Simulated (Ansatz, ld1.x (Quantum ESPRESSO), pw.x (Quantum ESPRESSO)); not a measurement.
## pw.x on fcc Ag: one setting changed

Potential: norm-conserving RRKJ (Kleinman–Bylander form), ld1.x (Quantum ESPRESSO) 7.5, PBE; core [Kr], reference 4d10 5s1 5p0; waves: 5s (bound): rc 2.35 bohr; 5p (bound, empty): rc 3.70 bohr; 4d (bound): rc 2.00 bohr; local part: all-electron potential smoothed inside 2.40 bohr (lloc = -2); core correction: none; rho0 0.01.

The reference run (k-mesh 14³, cutoffs 75/300 Ry, Fermi–Dirac 0.01 Ry, mixing_beta 0.4, conv_thr 1e-9, no spin) gives 1.09 GPa at 17.876 Å³/atom, where all-electron LAPW gives -0.12 GPa. This run, with its own iteration cap, changes degauss to 0.005.

```
&control
  calculation='scf', prefix='x', pseudo_dir='./', outdir='./tmp', tstress=.true., disk_io='none'
/
&system
  ibrav=0, nat=1, ntyp=1, ecutwfc=75, ecutrho=300, nbnd=13,
  occupations='smearing', smearing='fd', degauss=0.005
/
&electrons
  conv_thr=1e-09, mixing_beta=0.4, electron_maxstep=60
/
ATOMIC_SPECIES
Ag 1.0 Ag.UPF
CELL_PARAMETERS angstrom
  0.00000000 2.07529632 2.07529632
  2.07529632 0.00000000 2.07529632
  2.07529632 2.07529632 0.00000000
ATOMIC_POSITIONS crystal
Ag 0.0000 0.0000 0.0000
K_POINTS automatic
14 14 14 0 0 0
```

```bash
pw.x < Ag.scf.in > Ag.scf.out
```

Question: How does the run end?

Answer: It converges in 7 iterations; the free energy moves by +6.5 meV/atom and the pressure by -0.06 GPa. In a metal, with Fermi–Dirac smearing, F lies below its zero-width value by a term in the square of the width.

```
Message from routine setup:
     using ibrav=0 with symmetry is DISCOURAGED, use correct ibrav instead
     lattice parameter (alat)  =       5.5462  a.u.
     unit-cell volume          =     120.6332 (a.u.)^3
     number of electrons       =        11.00
     number of Kohn-Sham states=           13
     kinetic-energy cutoff     =      75.0000  Ry
     charge density cutoff     =     300.0000  Ry
     scf convergence threshold =      1.0E-09
     Exchange-correlation= PBE
     number of k points=   104  Fermi-Dirac smearing, width (Ry)=  0.0050
     iteration #  1     ecut=    75.00 Ry     beta= 0.40
     total energy              =     -72.83061242 Ry
     estimated scf accuracy    <       0.05755459 Ry
     iteration #  2     ecut=    75.00 Ry     beta= 0.40
     total energy              =     -72.83963826 Ry
     estimated scf accuracy    <       0.00080872 Ry
     iteration #  3     ecut=    75.00 Ry     beta= 0.40
     total energy              =     -72.83977153 Ry
     estimated scf accuracy    <       0.00014054 Ry
     iteration #  4     ecut=    75.00 Ry     beta= 0.40
     total energy              =     -72.83977625 Ry
     estimated scf accuracy    <       0.00000028 Ry
     iteration #  5     ecut=    75.00 Ry     beta= 0.40
     total energy              =     -72.83977632 Ry
     estimated scf accuracy    <       0.00000009 Ry
     iteration #  6     ecut=    75.00 Ry     beta= 0.40
     total energy              =     -72.83977633 Ry
     estimated scf accuracy    <       0.00000003 Ry
     iteration #  7     ecut=    75.00 Ry     beta= 0.40
     the Fermi energy is    12.5449 ev
!    total energy              =     -72.83977633 Ry
     estimated scf accuracy    <          8.8E-10 Ry
     smearing contrib. (-TS)   =      -0.00032684 Ry
     The total energy is F=E-TS. E is the sum of the following terms:
     one-electron contribution =      -2.89297161 Ry
     hartree contribution      =      12.33538642 Ry
     xc contribution           =     -11.55202570 Ry
     ewald contribution        =     -70.72983859 Ry
     convergence has been achieved in   7 iterations
          total   stress  (Ry/bohr**3)                   (kbar)     P=       10.29
     Message from routine punch:
     Nothing written, as per user request (disk_io='none')
```

The run took about 11 s on one core of a shared host (Neoverse-V2, 96 threads, 742 GiB, load 26).
